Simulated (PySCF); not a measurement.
## Multinuclear NMR of (E)-diazene

Molfile (atoms numbered from 1):
```
H2N2
     RDKit          3D

  4  3  0  0  0  0  0  0  0  0999 V2000
   -0.2452   -0.5178    1.2242 H   0  0  0  0  0  0  0  0  0  0  0  0
    0.0958    0.2138    0.5695 N   0  0  0  0  0  0  0  0  0  0  0  0
   -0.0958   -0.2138   -0.5695 N   0  0  0  0  0  0  0  0  0  0  0  0
    0.2452    0.5178   -1.2242 H   0  0  0  0  0  0  0  0  0  0  0  0
  1  2  1  0
  2  3  2  0
  3  4  1  0
M  END
```

In vacuum, averaged over atoms made equivalent by symmetry, fast rotation or ring inversion, a single conformation, relativity neglected. Shieldings: GIAO PBE0/pcSseg-1; J: B3LYP/pcJ-1; PBE0-D3(BJ)/def2-SVP structure; PySCF 2.14.0 with density-fitted response routines.

Predict the ¹⁵N NMR data.

Results:


```json
{"atoms": "N2/N3", "environment": "azo nitrogen", "σ (ppm)": "-423.3", "δ (ppm)": "237.2"}
```

Shieldings were converted by a linear fit to measured shifts: ¹⁵N: δ = -150.45 − 0.916σ (rms 7.2 ppm, 79 shifts vs CH3NO2, solution or neat liquid). Occasional misses reach two or three times the rms, and more in compound classes unlike the fitted ones.

Couplings (the largest are listed; each averaged over equivalent pairs): ¹J(N2,N3) = -21.0 Hz. Signs are for ¹⁵N, whose magnetogyric ratio is negative.

On a 400 MHz spectrometer ¹⁵N resonates near 40.5 MHz, so 1 ppm is 40.5 Hz.
